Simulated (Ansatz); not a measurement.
C4H6O, SMILES C=C(C)C=O, a single point in a Gaussian basis

With Ansatz 0.2.0 through its Python package.

The script reads `c4h6o.xyz`:
```text
11

C     0.57800    0.31280    1.34730
C     0.11980    0.02170    0.10060
C    -1.33970   -0.11720   -0.32070
C     1.22840   -0.21100   -0.94420
O     0.86980   -0.53710   -2.10860
H    -0.19060    0.56230    2.12560
H     1.60510    0.45580    1.60360
H    -1.51060    0.60110   -1.11750
H    -1.50130   -1.11860   -0.61880
H    -1.98660    0.08320    0.54990
H     2.19300   -0.11010   -0.59660
```

Run as a notebook:

In [1]:
```python
from pathlib import Path

import ansatz as az
import numpy as np
import pandas as pd
```

In [2]:
```python
mol = az.Crystal.molecule_from_extxyz("c4h6o.xyz")

job = (
    mol.calculation()
    .basis(gaussian="6-31G*")
    .functional("r2scan")
    .forces()
    .orbitals()
)
out = job.run(threads=1, runs_dir="out")
summary = out.report
```

In [3]:
```python
summary["free_energy_ev"]
```
Out [3]:
```text
-6287.815791311347
```

In [4]:
```python
summary["reference_energy_ev"]
```
Out [4]:
```text
-6287.815791311347
```

In [5]:
```python
summary["published_state_doubts"]
```
Out [5]:
```text
[]
```

In [6]:
```python
print(f"E = {summary['free_energy_ev']:.6f} eV = {summary['free_energy_ev'] / 27.211386246:.7f} Ha")
print("converged:", summary["converged"], " doubts:", summary["published_state_doubts"] or "none")

state = summary["mean_field"]["state"]
print(f"mean field: {state['energy']['hartree']:.7f} Ha, <S^2> = {abs(state['spin_squared']):.4f}, stability: {state.get('stability', {}).get('kind')}")
```
```text
E = -6287.815791 eV = -231.0729683 Ha
converged: True  doubts: none
mean field: -231.0729683 Ha, <S^2> = 0.0000, stability: minimum
```

In [7]:
```python
symbols = [site.symbol for site in mol.cartesian_sites]
forces = np.array(summary["forces_ev_ang"])
print("largest force", round(float(np.linalg.norm(forces, axis=1).max()), 4), "eV/A, rms", round(float(np.sqrt((forces ** 2).mean())), 4))
```
```text
largest force 6.9377 eV/A, rms 1.6237
```

In [8]:
```python
charges = summary["charge_distribution"]
table = pd.DataFrame({"atom": symbols, "mulliken": charges["mulliken_charges_e"], "lowdin": charges["lowdin_charges_e"]})
print(table.round(3).to_string())
print("dipole (e A):", np.round(charges["dipole_moment_e_ang"], 4) + 0.0)
```
```text
   atom  mulliken  lowdin
0     C    -0.420  -0.216
1     C     0.092  -0.149
2     C    -0.560  -0.309
3     C     0.204  -0.040
4     O    -0.424  -0.099
5     H     0.173   0.135
6     H     0.187   0.136
7     H     0.208   0.152
8     H     0.214   0.148
9     H     0.175   0.133
10    H     0.152   0.108
dipole (e A): [-0.0119  0.1611  0.5578]
```

In [9]:
```python
lines = Path(summary["orbitals_path"]).read_text().splitlines()
field_of = lambda key: [line.split("=")[1].strip() for line in lines if line.startswith(key)]
orbitals = [(27.211386 * float(e), s, float(n)) for e, s, n in zip(field_of("Ene="), field_of("Spin="), field_of("Occup="))]
homo = max(e for e, _, n in orbitals if n > 0.5)
lumo = min(e for e, _, n in orbitals if n < 0.5)
print(f"HOMO {homo:.3f} eV, LUMO {lumo:.3f} eV, gap {lumo - homo:.3f} eV")
```
```text
HOMO -5.847 eV, LUMO -2.398 eV, gap 3.449 eV
```

Total energies depend on the basis set; only differences at equal settings carry meaning. The geometry is a force-field or estimated start, not a minimum of this method, and the basis set is short of its limit. The Löwdin charges here are taken after orthogonalising the functions within each atom; they differ from plain Löwdin charges, and their signs can be unphysical. Levels such as HOMO and LUMO are orbital energies: with these approximate functionals they aren't the ionisation energy and electron affinity, and their gap isn't the fundamental gap. Timing: 4.4 s on 1 thread of Intel(R) Xeon(R) 6975P-C (Granite Rapids) (shared host), peak memory 0.25 GiB.

(Lines on the test bed's own set-up are left out of the output.)
